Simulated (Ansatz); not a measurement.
**SiHF+ (quartet): wave-function methods side by side, def2-QZVPP**

The task here is to estimate one member of a computed series from the others.

The runs use Ansatz 0.2.0, Gaussian basis; def2-QZVPP, core rule «outside noble gas», up to 6 orbitals frozen.

The runs, in order: UHF; ROHF; CCSD(T) on UHF.

2 further runs of the same task are left out: 2 set aside as unsound or not needed.

## The system

The geometry is a PBE0/def2-TZVP stationary point (not a proven minimum) of the parent state, kept for this charge and spin.

3 atoms, charge 1, spin multiplicity 4.

Atoms are counted from 1 here; the program's logs count them from 0.

Bond lengths: Si1–F2 1.606 Å, Si1–H3 1.493 Å. Angles: F2–Si1–H3 114.0°.

The first run:

Contents of in.yaml:

```yaml
crystal:
  periodic: [false, false, false]
  atoms:
    - {symbol: Si, position_ang: [0.000000, -0.099697, 0.614355]}
    - {symbol: F, position_ang: [0.000000, 0.084478, -0.981128]}
    - {symbol: H, position_ang: [0.000000, 1.185681, 1.374490]}
basis:
  gaussian: {orbitals: "def2-QZVPP.json"}
total_charge: 1
magnetization: {spin_polarized: true, initial_magnetization: 3}
hamiltonian: {xc: hf}
output: {orbitals: {seedname: orbitals}}
```

Command:

```
$ ansatz run in.yaml --threads 1 --pin off --events-out ev --progress --plain --max-ram 2393MiB
```

Among the steps run: UHF; ROHF; CCSD(T) on UHF.

One table of the session follows, with a row left open; its other results are not shown here.

| method | from UCCSD(T) (kJ/mol) |
| --- | --- |
| ROHF | +908.6 |
| UHF | +904.6 |
| UMP2 | +47.7 |
| UCCSD | ? |
| UCCSD(T) | 0 |

Estimate the missing values for UCCSD.

The run gave: from UCCSD(T) (kJ/mol): +34.7. In the column «from UCCSD(T) (kJ/mol)» it lies between UCCSD(T) (0) and UMP2 (+47.7).
